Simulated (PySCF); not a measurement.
A geometry optimisation on `CP(C)C`.

Method: PBE0-D3(BJ)/def2-SVP geometry optimisation, gas phase (PySCF 2.14.0). Start geometry: GFN2-xTB. A driver script takes a list of jobs; this job's settings line and coordinates (Å) are shown.

Command:
```bash
OMP_NUM_THREADS=1 python probes_run.py task.json out
```

Input:
```
{"job": {"xc": "PBE0", "basis": "def2-SVP", "d3": "d3bj", "grid": 1, "shake": 0.01, "kind": "geom"}, "charge": 0, "multiplicity": 1}
C     -0.396330     1.504680     0.387990
P     -0.213670    -0.210520     0.996000
C      1.490850    -0.495340     0.358950
C     -1.092830    -1.065470    -0.365500
H     -0.146280     1.608560    -0.677690
H      0.206070     2.198750     0.973480
H     -1.444730     1.828740     0.513630
H      1.617320    -0.208030    -0.686220
H      1.760270    -1.539770     0.504490
H      2.206210     0.092520     0.970210
H     -0.796630    -0.738340    -1.333730
H     -0.966700    -2.139970    -0.263930
H     -2.217720    -0.852680    -0.266610
```

Problem. Estimate the output.

Solution. 
```
step   0  E = -460.62570866  max force = 0.045863
step   1  E = -460.62917591  max force = 0.006375
step   2  E = -460.62955951  max force = 0.002217
step   3  E = -460.62966216  max force = 0.001179
step   4  E = -460.62972888  max force = 0.001111
step   5  E = -460.62979415  max force = 0.001636
step   6  E = -460.62981484  max force = 0.000891
step   7  E = -460.62981756  max force = 0.000150
optimisation converged
```

Energies in Eh; «max force» is the largest Cartesian gradient component in Eh/bohr.

Problem. How much energy does the optimisation release, in kcal/mol?

Solution. E(step 0) − E(last step) = 0.004109 Eh, which is 2.6 kcal/mol.

Problem. Give the first gradient maximum in eV/Å.

Solution. With 1 Eh/bohr = 51.422 eV/Å, 2.358 eV/Å.

Main results: final energy -460.62982 Eh after 7 steps; dipole 1.23 D.

Problem. Give the final coordinates.

Solution. 0.041 Å rms from the input after alignment:
```
atom  x, y, z in Å
C1    -0.4996    1.5176    0.3906
P2    -0.1545   -0.2029    0.9776
C3     1.5629   -0.4045    0.3192
C4    -1.0833   -1.1493   -0.3130
H5    -0.2742    1.6532   -0.6804
H6     0.1022    2.2321    0.9729
H7    -1.5596    1.7588    0.5634
H8     1.6397   -0.1464   -0.7503
H9     1.8887   -1.4469    0.4569
H10    2.2525    0.2364    0.8895
H11   -0.8233   -0.8344   -1.3377
H12   -0.8698   -2.2238   -0.2069
H13   -2.1648   -1.0095   -0.1626
```

Problem. Estimate the wall time. Hardware: an Arm Neoverse N1 with one thread, no GPU, shared host. And the peak memory of the process?

Solution. About 45 s, with 0.44 GiB resident at the peak, the Python interpreter and its libraries included.
Labels such as C1 count atoms from 1, the log's own numbers from 0.
